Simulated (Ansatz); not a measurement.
Geometry optimisation, Ansatz, RKS PBE-D4/6-31G*.

input.yaml

```yaml
crystal:
  periodic: [false, false, false]
  atoms:
    - { symbol: C, position_ang: [1.0076, -0.348, 0.7214] }
    - { symbol: C, position_ang: [-0.2204, -0.6462, -0.1451] }
    - { symbol: F, position_ang: [-0.5132, -1.96, -0.326] }
    - { symbol: C, position_ang: [-0.9665, 0.2234, -0.767] }
    - { symbol: O, position_ang: [-0.9882, 1.571, -0.7701] }
    - { symbol: H, position_ang: [1.8642, -0.7295, 0.2809] }
    - { symbol: H, position_ang: [1.1526, 0.774, 0.815] }
    - { symbol: H, position_ang: [0.8566, -0.7011, 1.7056] }
    - { symbol: H, position_ang: [-1.77937, 1.71333, -1.34793] }
    - { symbol: H, position_ang: [-0.2402, 1.88, -0.1876] }
basis:
  gaussian: { orbitals: "6-31G*" }
hamiltonian:
  xc: pbe
  dispersion: d4
relax:
  f_tol: 0.02
  max_steps: 50
```

Run as:

```bash
$ ansatz run input.yaml --threads 2 --pin off --max-ram 3072MiB --backend cpu --events-out ev --progress --plain --runs-dir out
```

Where does it end, and by what steps?

The forces met the threshold. After 22 steps the energy has fallen by 2.194 eV; H10 moved furthest, 1.30 Å. Parted: C4–O5.

```tsv
step	energy less start (eV)	largest force component (eV/Å)	accepted
0	0.0000	4.430	yes
1	-0.9748	2.519	yes
2	-1.5790	1.226	yes
3	-1.8026	1.863	yes
4	-1.8825	2.092	yes
5	-1.9831	0.903	yes
6	-2.0252	0.547	yes
7	-2.0473	0.331	yes
8	-2.0596	0.137	yes
9	-2.0629	0.955	yes
10	-2.0870	0.253	yes
11	-2.0881	1.271	yes
12	-2.1436	0.260	yes
13	-2.1591	0.156	yes
14	-2.1673	0.523	yes
15	-2.1774	0.198	yes
16	-2.0314	1.597	no
17	-2.1897	0.173	yes
18	-2.1923	0.102	yes
19	-2.1935	0.021	yes
20	-2.1937	0.082	yes
21	-2.1938	0.023	yes
22	-2.1939	0.002	yes
```

```xyz
10
Properties=species:S:1:pos:R:3
C 1.046 -0.338 0.580
C -0.252 -0.691 -0.070
F -0.477 -2.052 -0.067
C -1.268 -0.017 -0.663
O -0.664 1.769 -0.501
H 1.883 -0.838 0.059
H 1.219 0.748 0.568
H 1.058 -0.690 1.628
H -0.843 1.886 -1.461
H -1.529 1.999 -0.093
```

Time of the run: 17 s on 2 threads of Intel(R) Xeon(R) 6975P-C (Granite Rapids) (shared host), peak memory 0.14 GiB.
